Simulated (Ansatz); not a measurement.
`ClC1=CC1Cl` + H₂ → `ClC1C=C1` + HCl  (hydrogenolysis of a C–Cl bond)

Gas-phase electronic energies from Ansatz, PBE0-D4/def2-TZVP geometries. CCSD(T)/CBS adds triple-zeta CCSD(T) − MP2 to the extrapolated MP2 energy (def2 sets, frozen cores). This one scheme is used for every species. DFT in def2-TZVPP. B3LYP here is the variant with VWN-RPA as its local correlation; programs differ in this. HSE06 is defined as in plane-wave codes.

```
             level  ΔE (kcal/mol)  difference from CCSD(T)/CBS
       LDA (SPW92)          -16.1                          4.2
            PBE-D4          -15.8                          4.5
         revPBE-D4          -14.7                          5.6
           BLYP-D4          -16.1                          4.2
         r2SCAN-D4          -17.5                          2.8
            B97M-V          -19.4                          0.9
           PBE0-D4          -18.4                          1.9
          B3LYP-D4          -18.4                          1.9
        r2SCANh-D4          -18.3                          2.0
        r2SCAN0-D4          -19.4                          0.9
          HSE06-D4          -18.3                          2.0
          BHLYP-D4          -21.1                         -0.8
      CAM-B3LYP-D4          -20.2                          0.1
           ωB97X-V          -19.8                          0.5
           ωB97M-V          -20.1                          0.2
            B2PLYP          -19.7                          0.6
          PBE-QIDH          -19.8                          0.5
               PBE          -16.9                          3.4
            revPBE          -17.1                          3.2
              BLYP          -18.3                          2.0
            r2SCAN          -17.8                          2.5
             B3LYP          -20.2                          0.1
           r2SCAN0          -19.7                          0.6
             HSE06          -19.2                          1.1
             BHLYP          -22.6                         -2.3
           LC-ωPBE          -20.9                         -0.6
       HF/def2-SVP          -28.2                         -7.9
      MP2/def2-SVP          -19.2                          1.1
     CCSD/def2-SVP          -22.4                         -2.1
  CCSD(T)/def2-SVP          -20.9                         -0.6
    MP2/def2-TZVPP          -18.3                          2.0
SCS-MP2/def2-TZVPP          -19.3                          1.0
   CCSD/def2-TZVPP          -22.0                         -1.7
CCSD(T)/def2-TZVPP          -20.2                          0.1
     HF/def2-QZVPP          -26.3                         -6.0
    MP2/def2-QZVPP          -18.3                          2.0
SCS-MP2/def2-QZVPP          -19.5                          0.8
      HF/CBS(def2)          -26.3                         -6.0
     MP2/CBS(def2)          -18.3                          2.0
    CCSD/CBS(def2)          -22.0                         -1.7
       CCSD(T)/CBS          -20.3                            0
```

Question: What do rigid-rotor, harmonic-oscillator terms from PBE0-D4/def2-TZVP frequencies (298.15 K, 1 bar) make of the CCSD(T)/CBS value? (An estimate is asked.)

Answer: The calculation gave: ΔZPE = +3.3 kcal/mol, ΔH = -17.6 kcal/mol, ΔS = 24 J/(mol·K), ΔG = -19.3 kcal/mol.

Largest T1 diagnostic among the species: 0.010.

From PBE to PBE0 (25 % exact exchange), in def2-TZVPP and without D4, ΔE moves by −2.5 kcal/mol. Leaving LDA and LC-ωPBE aside and taking each functional with its dispersion term where it has one, the values spread over 6.4 kcal/mol, from BHLYP-D4 to revPBE-D4. LDA lies +0.8 kcal/mol from PBE without D4.
